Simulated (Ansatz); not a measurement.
Species: CH₂O, SMILES `C=O` (charge 0, multiplicity 1).

Question: Give a relaxed geometry from PBE0-D3(BJ)/def2-TZVP (Ansatz, a first-principles code).

Answer: the end point of this relaxation (outside a Z-matrix the atoms follow the SMILES, hydrogens last).
Cartesian coordinates (Å) in one orientation:
```xyz
4

C     -0.005     0.000     0.000
O      1.186    -0.099     0.041
H     -0.669    -0.887    -0.027
H     -0.512     0.986    -0.014
```
